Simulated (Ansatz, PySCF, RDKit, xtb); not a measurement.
# CPO−: from the formula to a structure

Only the formula CPO− is given (charge -1). Aim: find the structure of lowest free energy at 1000 K, then its properties.

The funnel: GFN2-xTB relaxations, single points with a density functional, relaxations at PBE-D3(BJ)/def2-SVPD, harmonic vibrations, and a last energy at a higher level. All values are calculated.

3 further runs of the same task are left out: 3 set aside as unsound or not needed.

**1. Possible bonding patterns**

All bonding patterns within simple valence rules are listed by program: one Lewis structure each, at most two rings and one unusual centre or charged pair. O–O, O–halogen and N–halogen bonds and N–N–N chains are not drawn. That gives 3 candidates.

| label | SMILES | spin |
| --- | --- | --- |
| c096 | [C-]#P=O | singlet |
| c611 | [O-]C#P | singlet |
| c780 | [C-]1=PO1 | singlet |

Candidates are built by distance geometry, with a force field where one applies, in up to four conformers (letters a to d). 2 starts with atoms placed at random are added, to find patterns that the rules miss.

Q: Predict the outcome of this search (final energies at CCSD(T)/def2-TZVPPD).

| quantity | value |
| --- | --- |
| lowest structure found | [O-]C#P, singlet, C∞v |
| next finalist | [O][C][P] ‡, triplet, 49.6 kcal/mol higher in G |
| share at equilibrium, among the finalists | 100.0 % |
| harmonic wavenumbers, lowest and highest (PBE-D3(BJ)/def2-SVPD) | 434 and 1822 cm⁻¹ |
| rotational constants, same geometry | 0.1876 cm⁻¹ |
| HOMO energy (PBE0/def2-TZVPD) | -0.42 eV |
| LUMO energy (PBE0/def2-TZVPD) | 4.40 eV |
| HOMO–LUMO gap (to an unbound level, set by the basis) (PBE0/def2-TZVPD) | 4.82 eV |
| lowest excitation (TD-PBE0/def2-SVPD) | 4.14 eV (f = 0.000) |
| lowest triplet excitation, same level, Tamm-Dancoff | 3.32 eV |
| vertical detachment energy | 2.61 eV |
| vertical triplet less singlet | +3.33 eV |

The lowest structure found is `[O-]C#P`. Among the finalists first place is clear (49.6 kcal/mol); structures outside the list aren't covered. r2SCAN-D4/def2-SVPD, PBE-D3(BJ)/def2-SVPD, HF/def2-TZVPPD and MP2/def2-TZVPPD already put its bonding pattern lowest among the structures in one piece. A large T1 diagnostic among the finalists warns that one reference determinant may not suffice. It concerns: the winner; the finalist [C]1[O][P]1 ‡ (singlet). In an anion, excitations above the detachment energy lie in the continuum and hang on the basis, so they needn't be bound states. Lowest found is not proven lowest: the search is finite, and each finalist counts with one conformer.

‡ marks the bonded skeleton alone, with all bonds drawn single: no Lewis structure was assigned that passes a check against the bond lengths.
